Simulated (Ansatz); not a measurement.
## How far each method lies from UCCSDT(Q) for SH⁻, triplet

Geometry: a PBE0/def2-TZVPD stationary point for this spin.

```yaml
atoms:
  - { symbol: S, position_ang: [0.0000, 0.0000, 0.0000] }
  - { symbol: H, position_ang: [0.0000, 0.0000, 1.9484] }
```

Basis aug-cc-pVDZ; Ansatz 0.2.0. Correlated methods freeze the noble-gas cores, which leaves 8 electrons in 31 orbitals. Prefix R: restricted or restricted open-shell reference; prefix U: unrestricted. Active spaces: valence = (8e, 5o) chosen from the atoms' valence shells.

Full CI isn't at hand for all of this; UCCSDT(Q) serves as the reference, and is uncertain by about the last step of the cluster series. The frozen core follows each run's orbitals, which can shift R against U totals by a few meV.

For open shells CISD is restricted-active-space CI with the open shells as a complete middle space.

```
UHF ⟨S²⟩                          : 2.021
T1 diagnostic (RCCSD)             : 0.0334
largest doubles amplitude (RCCSD) : 0.068
T1 diagnostic (UCCSD)             : 0.0316
```

| level | E − E(UCCSDT(Q)) (mEh) | share of correlation (%) | wall time |
| --- | --- | --- | --- |
| RHF | 170.66 | 0.00 | – |
| UHF | 163.76 | 4.04 | – |
| RMP2 | 28.39 | 83.36 | – |
| UMP2 | 29.85 | 82.51 | – |
| CISD | 15.05 | 91.18 | 5.5 s |
| RCCSD | 6.56 | 96.16 | – |
| UCCSD | 6.38 | 96.26 | – |
| RCCSD(T) | 1.29 | 99.24 | 13 s |
| UCCSD(T) | 1.31 | 99.23 | 22 s |
| BCCD(T) | 1.32 | 99.23 | 13 s |
| RCCSDT | 0.40 | 99.76 | – |
| UCCSDT | 0.39 | 99.77 | – |
| RCCSDT(Q) | 0.04 | 99.98 | 27 s |
| CASSCF (valence space) | 170.66 | 0.00 | – |
| NEVPT2 (valence space) | 44.87 | 73.71 | 2.8 s |
| NEVPT4(SD) (valence space) | 6.17 | 96.39 | 3.5 s |
| MRCISD (valence space) | 16.74 | 90.19 | – |
| MRCISD+Q (valence space) | 2.22 | 98.70 | 4.5 s |

The correlation energy at UCCSDT(Q), counted from RHF, is -4.644 eV. That run took 31 s on 1 thread of Intel Xeon, shared host.

Times hold each run's SCF and search for its determinant on a shared host, so for small cases they say little of a method's own cost; they ran on 1 thread of Intel Xeon.

Natural occupations of CASSCF (valence space) about the gap: 2.000 2.000 2.000 1.000 1.000; effectively unpaired electrons, Σ n²(2−n)², 2.00.
